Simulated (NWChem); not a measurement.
**Correlation energy of S**

```
S
```
Charge 0, spin multiplicity 3.

Everything below was run with NWChem.

Basis set: 3-21G. Each correlation energy counts from its own Hartree-Fock reference.

```tsv
method	correlation energy (mHa)
CCSD(T) on ROHF	-26.5
CCSD on UHF	-26.2
SCS-UMP2	-20.6
CCSD on ROHF	-26.4
CCSD[T] on ROHF	-26.5
CCSD[T] on UHF	-26.3
CCSDT on ROHF	-26.5
UMP2	-20.6
CCSD(T) on UHF	-26.3
```

The values span 6.0 mHa, from CCSDT on ROHF (lowest) to SCS-UMP2 (highest). 

The correlated methods keep 5 core orbitals frozen. No SCF solution was tested for a lower state. Open-shell Hartree-Fock references start from PBE0 orbitals. No row is a measurement; the coupled-cluster row has its own basis-set and correlation limits.
